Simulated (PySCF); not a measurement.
NMR data simulated for an unnamed compound:

1H NMR (500 MHz, computed): δ 2.29 (dd, J = 3.7, 1.2 Hz, 2H), 1.95 (dt, J = 27.2, 3.7 Hz, 1H), 1.09 (s, 2H).

13C{1H} NMR (computed): δ 75.7 (C, d, J = 406.2 Hz), 35.0 (CH2, d, J = 6.0 Hz), 6.7 (CH, d, J = 6.0 Hz).

- shielding tensors at B97-2/pcSseg-2 (GIAO)
- couplings computed with B3LYP/pcJ-1 (spin–dipole term only in couplings to heteroatoms)
- geometry from PBE0-D3(BJ)/def2-SVP
- program: PySCF 2.14.0 with density-fitted response routines
- single conformer, equivalent nuclei averaged, no relativistic terms, in vacuum

Shifts are taken against calculated references (same method and geometry level): TMS for 1H (31.36 ppm) and 13C (183.46 ppm).

Which of these does the molecule contain: a non-aromatic C=C double bond, a CH3CH2 unit, a (CH3)2CH unit, a three-membered ring?

Results:


- A non-aromatic C=C double bond: no.
- A CH3CH2 unit: no.
- A (CH3)2CH unit: no.
- A three-membered ring: yes.

The data belong to SMILES F[C@]12C[C@H]1C2, C$_{4}$H$_{5}$F; they needn't prove each group on their own.

Carbon signals by region: 1 at 50–100 ppm, 2 below 50 ppm.

Common functionals overestimate the size of one-bond C–F couplings by tens of Hz; these are unscaled. Splittings below 1 Hz are ignored in the labels, and close J values are merged. Unscaled 3J(H,H) at this level run about 10 % above measured values. Shifts are as computed. Against solution values, carbons near 30 ppm lie about +4 ppm off and those near 130 ppm about +7 ppm. Of 1211 compounds with measured shifts, 218 miss one by over three times the rms of a fit or turn the order of signals round; such compounds aren't used in these exercises.
